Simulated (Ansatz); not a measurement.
The same path of BFH2 + Cl (5 atoms, charge 0, multiplicity 2) was run twice with different band settings. Lost on the way: B1–F2. Made: F2–Cl5.

The calculation used Ansatz 0.2.0, UHF/def2-SVP.

Relaxed end points:

```xyz
5
Properties=species:S:1:pos:R:3
B 0.000 0.000 -0.185
F 0.000 0.000 1.128
H 1.056 0.000 -0.748
H -1.056 0.000 -0.748
Cl 0.000 0.000 4.302
```

```xyz
5
Properties=species:S:1:pos:R:3
B 0.000 0.000 -1.237
F 0.000 0.000 3.452
H 1.071 0.000 -1.766
H -1.071 0.000 -1.766
Cl 0.000 0.000 5.066
```

Common settings: spring 5.0 eV/Å²; optimiser quadratic models (default); start path through a guess of the saddle point; force threshold 0.03 eV/Å; iteration limit 60; end points relaxed.

| run | movable images | climbing image |
| --- | --- | --- |
| 1 | 9 | yes |
| 2 | 1 | no |

What does each run give, and how far can it be trusted?

Run 1: converged after 23 iterations, highest image 5.953 eV above the first end. Neighbouring images differ by up to 1.8 eV, so the band resolves the path poorly. A vibrational analysis at the climbing image gives 2 clearly imaginary modes (742i, 218i cm⁻¹): a point of higher order. A lower path may pass nearby, or the ends, which weren't checked, may share the extra mode.
Run 2: converged after 17 iterations, highest image 5.622 eV above the first end. The highest image is an end point: on this band no image between the ends rises above it. So few images can step over the top or miss a turn of the path.
